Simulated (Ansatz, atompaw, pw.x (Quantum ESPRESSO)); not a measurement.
From atom to crystal: PAW (atompaw) potential for hydrogen (H)

```
Element                 : hydrogen
Generator               : atompaw 4.2.0.5
Type                    : PAW
Functional              : PBEsol
Relativity              : scalar-relativistic
Frozen core             : none
Valence charge          : 1
Reference configuration : 1s1
Partial waves           : 1s (bound): rc 1.35 bohr; 1s channel at 3.3 Ry: rc 1.35 bohr; 2p channel at 0.1 Ry: rc 1.35 bohr; 2p channel at 0.85 Ry: rc 1.35 bohr
Local potential         : troulliermartins scheme with l = 2 at 0 Ry, radius 1.10 bohr
Core correction         : none
Augmentation charge     : besselshape compensation charge, radius 1.30 bohr; PAW radius 1.35 bohr; waves and projectors: custom polynom2 7 10 vanderbiltortho
```

Crystal test: bcc H in pw.x 7.5, no spin, 18³ k-points, Fermi–Dirac smearing 0.01 Ry, cutoffs 40/400 Ry. The reference is all-electron LAPW (Ansatz 0.2.0) with the same functional, mesh and smearing; V0 and B0 come from Birch–Murnaghan fits to the pressures at five volumes. Errors are pseudo minus all-electron; Δ is the rms difference of the E(V) curves that follow from these fits, minima aligned, over ±6 % about the mean V0. Mesh and smearing are coarse, so the numbers serve the comparison and aren't converged zero-temperature values; the lattice is a test structure that the element need not adopt.

All-electron: a0 = 1.799 Å (V0 = 2.91 Å³/atom), B0 = 114.0 GPa.

Q: How far does the potential miss the all-electron equation of state?

A: mean pressure error (GPa): -0.05; a0 (Å): 1.799; a0 error (%): -0.01; B0 error (%): -0.0; Δ (meV/atom): 0.0.

```json
{"V (Å³/atom)": "2.828", "P all-electron (GPa)": "3.50", "P pseudo (GPa)": "3.45"}
{"V (Å³/atom)": "2.903", "P all-electron (GPa)": "0.38", "P pseudo (GPa)": "0.33"}
{"V (Å³/atom)": "2.977", "P all-electron (GPa)": "-2.42", "P pseudo (GPa)": "-2.46"}
{"V (Å³/atom)": "3.051", "P all-electron (GPa)": "-4.93", "P pseudo (GPa)": "-4.97"}
{"V (Å³/atom)": "3.126", "P all-electron (GPa)": "-7.19", "P pseudo (GPa)": "-7.23"}
```

Q: At the middle volume, how do free energy and pressure move when the wave cutoff is lowered (ecutrho held at 400 Ry)?

A:

| cutoff (Ry) | shift of F (meV/atom) | shift of P (GPa) |
| --- | --- | --- |
| 18 | +4.4 | -1.26 |
| 24 | +0.3 | -0.11 |
| 32 | +0.0 | -0.00 |

The run at the middle volume (195 k-points, 5 iterations) took about 2.3 s on one core of a shared host (Intel(R) Xeon(R) Platinum 8259CL CPU @ 2.50GHz, 96 threads, 755 GiB, load 34).
